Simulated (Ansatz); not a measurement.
# C3H9NO: up Jacob's ladder to CCSD(T)

The task here is to estimate one member of a computed series from the others.

The runs use Ansatz 0.2.0, Gaussian basis; functionals in def2-TZVPP, the program's frozen cores in correlated methods.

Plan: LDA (SPW92), PBE-D4, revPBE-D4, BLYP-D4, r2SCAN-D4, B97M-V, PBE0-D4, B3LYP-D4, r2SCANh-D4, r2SCAN0-D4, HSE06-D4, BHLYP-D4, CAM-B3LYP-D4, LC-ωPBE, ωB97X-V, ωB97M-V, B2PLYP, PBE-QIDH; CCSD(T)/def2-SVP; CCSD(T)/def2-TZVPP; MP2/def2-QZVPP; extrapolation to the limit; RPA on PBE.

## The geometry

The geometry comes from an earlier relaxation with PBE0-D4 in a triple-zeta def2 set; it is a stationary point, not always the lowest conformer.

SMILES `CN(C)CO`, 14 atoms, charge 0, spin multiplicity 1.

Atoms are counted from 1 here; the program's logs count them from 0.

Bond lengths: C1–N2 1.447 Å, C1–H6 1.092 Å, C1–H7 1.104 Å, C1–H8 1.090 Å, N2–C3 1.443 Å, N2–C4 1.439 Å, C3–H9 1.092 Å, C3–H10 1.092 Å, C3–H11 1.105 Å, C4–O5 1.400 Å, C4–H12 1.099 Å, C4–H13 1.103 Å, O5–H14 0.963 Å. Angles: N2–C1–H6 109.9°, N2–C1–H7 112.3°, N2–C1–H8 109.6°, H6–C1–H7 108.2°, H6–C1–H8 108.5°, H7–C1–H8 108.3°, C1–N2–C3 111.8°, C1–N2–C4 112.2°, C3–N2–C4 112.3°, N2–C3–H9 109.6°, N2–C3–H10 110.1°, N2–C3–H11 113.2°, H9–C3–H10 108.1°, H9–C3–H11 107.6°, H10–C3–H11 108.2°, N2–C4–O5 111.6°, N2–C4–H12 107.4°, N2–C4–H13 112.8° and more.

The first run:

File in.yaml:

```yaml
crystal:
  periodic: [false, false, false]
  atoms:
    - {symbol: C, position_ang: [-0.651254, 1.243993, 0.056612]}
    - {symbol: N, position_ang: [-0.292429, -0.153385, 0.163014]}
    - {symbol: C, position_ang: [0.365107, -0.445269, 1.413961]}
    - {symbol: C, position_ang: [0.465932, -0.607841, -0.972937]}
    - {symbol: O, position_ang: [-0.315694, -0.639507, -2.133784]}
    - {symbol: H, position_ang: [-1.365044, 1.504677, 0.841053]}
    - {symbol: H, position_ang: [0.224272, 1.910496, 0.152234]}
    - {symbol: H, position_ang: [-1.117404, 1.428176, -0.911176]}
    - {symbol: H, position_ang: [-0.289629, -0.171417, 2.244115]}
    - {symbol: H, position_ang: [0.575693, -1.514732, 1.486608]}
    - {symbol: H, position_ang: [1.315589, 0.102438, 1.543343]}
    - {symbol: H, position_ang: [0.865707, -1.600709, -0.725690]}
    - {symbol: H, position_ang: [1.315376, 0.053839, -1.212149]}
    - {symbol: H, position_ang: [-1.109221, -1.139860, -1.916506]}
basis:
  gaussian: {orbitals: def2-TZVPP}
hamiltonian: {xc: lda}
output: {orbitals: {seedname: orbitals}}
```

Command:

```
$ ansatz run in.yaml --threads 4 --pin off --events-out ev --progress --plain --max-ram 10444MiB
```

Among the steps run: LDA; PBE-D4 (GGA); revPBE-D4 (GGA); BLYP-D4 (GGA); r2SCAN-D4 (meta-GGA); B97M-V (meta-GGA); B3LYP-D4 (hybrid); r2SCANh-D4 (hybrid); r2SCAN0-D4 (hybrid); HSE06-D4 (hybrid); BHLYP-D4 (hybrid); CAM-B3LYP-D4 (range-separated); LC-ωPBE (range-separated); ωB97X-V (range-separated); ωB97M-V (range-separated); B2PLYP (double hybrid); PBE-QIDH (double hybrid).

One table of the session follows, with a row left open; its other results are not shown here.

It belongs to the step «Orbital energies across the functionals». 

```
  functional  HOMO (eV)  LUMO (eV)  gap (eV)
 LDA (SPW92)      -5.25       0.21      5.46
      PBE-D4      -5.15       0.39      5.54
   revPBE-D4      -5.09       0.48      5.58
     BLYP-D4      -5.07       0.37      5.43
   r2SCAN-D4      -5.39       1.12      6.50
      B97M-V      -5.59       0.53      6.12
     PBE0-D4      -6.50       1.21      7.71
    B3LYP-D4      -6.31       0.86      7.17
  r2SCANh-D4      -5.90       1.36      7.26
  r2SCAN0-D4      -6.68       1.69      8.37
    HSE06-D4      -6.10       0.84      6.94
    BHLYP-D4      -7.84       1.81      9.65
CAM-B3LYP-D4      -7.91       1.97      9.88
     LC-ωPBE      -9.21       3.28     12.49
     ωB97X-V          ?          ?         ?
     ωB97M-V      -8.84       2.66     11.50
```

**Question.** Estimate the row for ωB97X-V.

As computed: HOMO (eV): -8.91; LUMO (eV): 3.07; gap (eV): 11.98. In the column «HOMO (eV)» it lies between LC-ωPBE (-9.21) and ωB97M-V (-8.84).
